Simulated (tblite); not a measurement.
# C2H3Cl: the cost of one run

Computed with tblite 0.8.0 and PySCF 2.14.0; each step states its level. No surroundings beyond the atoms listed, unless a continuum is named. Atoms count from 0, parts from 1.

## (1) Starting point

6 atoms, charge 0, multiplicity 1; geometry: rigid parts in contact. Parts: 1 = atoms 0–1, `Cl`, charge 0; 2 = atoms 2–5, `C#C`, charge 0.

## (2) Bringing the parts together with GFN2-xTB

Job settings and geometry (Å):

```
{"job": {"kind": "dock", "xc": "GFN2-xTB", "basis": "xTB"}, "charge": 0, "multiplicity": 1, "parts": [{"atoms": "0-1", "charge": 0, "multiplicity": 1}, {"atoms": "2-5", "charge": 0, "multiplicity": 1}]}
Cl     0.638539     0.002307    -0.004575
H     -0.638539    -0.002307     0.004575
C     -1.867536    -0.130477     2.008574
C     -2.829241    -0.831873     1.917814
H     -1.022066     0.486577     2.088055
H     -3.674925    -1.448632     1.838346
```

With the program's defaults for keys left out, this is: GFN2-xTB search for minima from random contacts, gas phase.

Command:

```console
$ OMP_NUM_THREADS=1 python cluster_run.py task.json out
```

One launch serves the whole session: the jobs run in the order shown.

Q: Estimate the wall time of this first job on 1 thread of Intel Xeon 6975P-C, shared host.

About 1.4 s.
